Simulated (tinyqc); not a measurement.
Worked calculation: RHF in the sto-3g basis, for OH-, spin multiplicity 1. The basis has no diffuse functions, so it cannot describe the extra electron: this is an exercise in the method, not the real anion. One step of it, computed by the program tinyqc.

Task: Iteration 4: building the Fock matrix. J_ij = sum D_kl (ij|kl), K_ij = sum D_kl (ik|jl); F = H + J - 0.5 K; E = tr D H + tr D J / 2 - 0.25 tr D K + E_nn.

D after iteration 3, order 1O 1s, 1O 2s, 1O 2px, 1O 2py, 1O 2pz, 2H 1s:
```
[[2.114647, -0.491456, 0.000000, 0.000000, 0.097872, 0.010392],
 [-0.491456, 2.175746, 0.000000, 0.000000, -0.521582, -0.323440],
 [0.000000, 0.000000, 2.000000, 0.000000, 0.000000, 0.000000],
 [0.000000, 0.000000, 0.000000, 2.000000, 0.000000, 0.000000],
 [0.097872, -0.521582, 0.000000, 0.000000, 0.594566, 0.765140],
 [0.010392, -0.323440, 0.000000, 0.000000, 0.765140, 1.055602]]
```

core Hamiltonian H = T + V (hartree), order 1O 1s, 1O 2s, 1O 2px, 1O 2py, 1O 2pz, 2H 1s:
```
[[-32.150318, -7.477742, 0.000000, 0.000000, -0.014541, -1.594116],
 [-7.477742, -8.773064, 0.000000, 0.000000, -0.172926, -3.337415],
 [0.000000, 0.000000, -6.940892, 0.000000, 0.000000, 0.000000],
 [0.000000, 0.000000, 0.000000, -6.940892, 0.000000, 0.000000],
 [-0.014541, -0.172926, 0.000000, 0.000000, -7.056970, -2.367185],
 [-1.594116, -3.337415, 0.000000, 0.000000, -2.367185, -4.609727]]
```

Two-electron integrals (ij|kl) in chemists' order, unique and non-zero (hartree):
```
(11|11) 4.785065   (21|11) 0.741380   (21|21) 0.136873   (22|11) 1.118947
(22|21) 0.256633   (22|22) 0.817206   (31|31) 0.024477   (32|31) 0.037809
(32|32) 0.180518   (33|11) 1.115814   (33|21) 0.256684   (33|22) 0.817023
(33|33) 0.880159   (41|41) 0.024477   (42|41) 0.037809   (42|42) 0.180518
(43|43) 0.047444   (44|11) 1.115814   (44|21) 0.256684   (44|22) 0.817023
(44|33) 0.785270   (44|44) 0.880159   (51|51) 0.024477   (52|51) 0.037809
(52|52) 0.180518   (53|53) 0.047444   (54|54) 0.047444   (55|11) 1.115814
(55|21) 0.256684   (55|22) 0.817023   (55|33) 0.785270   (55|44) 0.785270
(55|55) 0.880159   (61|11) 0.159135   (61|21) 0.029127   (61|22) 0.054244
(61|33) 0.054140   (61|44) 0.054140   (61|51) 0.001343   (61|52) 0.002512
(61|55) 0.054459   (61|61) 0.006279   (62|11) 0.381973   (62|21) 0.088681
(62|22) 0.312053   (62|33) 0.306795   (62|44) 0.306795   (62|51) 0.006649
(62|52) 0.050510   (62|55) 0.322273   (62|61) 0.019231   (62|62) 0.146765
(63|31) 0.009341   (63|32) 0.054153   (63|53) 0.010530   (63|63) 0.021068
(64|41) 0.009341   (64|42) 0.054153   (64|54) 0.010530   (64|64) 0.021068
(65|11) 0.272859   (65|21) 0.064176   (65|22) 0.241158   (65|33) 0.230183
(65|44) 0.230183   (65|51) 0.013564   (65|52) 0.091184   (65|55) 0.262841
(65|61) 0.014540   (65|62) 0.137767   (65|65) 0.148917   (66|11) 0.517250
(66|21) 0.122043   (66|22) 0.491970   (66|33) 0.472005   (66|44) 0.472005
(66|51) 0.011998   (66|52) 0.125085   (66|55) 0.531290   (66|61) 0.026711
(66|62) 0.289478   (66|65) 0.310290   (66|66) 0.774606
```

nuclear repulsion = 4.28050322 hartree

Give: Coulomb J; exchange K; Fock matrix F; total energy of this density.

Result:

Coulomb J (hartree), order 1O 1s, 1O 2s, 1O 2px, 1O 2py, 1O 2pz, 2H 1s:
```
[[17.671, 3.341, 0.000, 0.000, -0.006, 0.711],
 [3.341, 8.333, 0.000, 0.000, 0.058, 3.189],
 [0.000, 0.000, 8.336, 0.000, 0.000, 0.000],
 [0.000, 0.000, 0.000, 8.336, 0.000, 0.000],
 [-0.006, 0.058, 0.000, 0.000, 8.305, 2.490],
 [0.711, 3.189, 0.000, 0.000, 2.490, 5.226]]
```

exchange K (hartree), order 1O 1s, 1O 2s, 1O 2px, 1O 2py, 1O 2pz, 2H 1s:
```
[[9.793, 1.668, 0.000, 0.000, 0.007, 0.371],
 [1.668, 2.677, 0.000, 0.000, -0.123, 1.097],
 [0.000, 0.000, 2.294, 0.000, 0.000, 0.000],
 [0.000, 0.000, 0.000, 2.294, 0.000, 0.000],
 [0.007, -0.123, 0.000, 0.000, 1.621, 0.861],
 [0.371, 1.097, 0.000, 0.000, 0.861, 1.451]]
```

Fock matrix F (hartree), order 1O 1s, 1O 2s, 1O 2px, 1O 2py, 1O 2pz, 2H 1s:
```
[[-19.376, -4.971, 0.000, 0.000, -0.023, -1.069],
 [-4.971, -1.778, 0.000, 0.000, -0.053, -0.697],
 [0.000, 0.000, 0.248, 0.000, 0.000, 0.000],
 [0.000, 0.000, 0.000, 0.248, 0.000, 0.000],
 [-0.023, -0.053, 0.000, 0.000, 0.437, -0.308],
 [-1.069, -0.697, 0.000, 0.000, -0.308, -0.110]]
```

total energy of this density = -74.06024 hartree
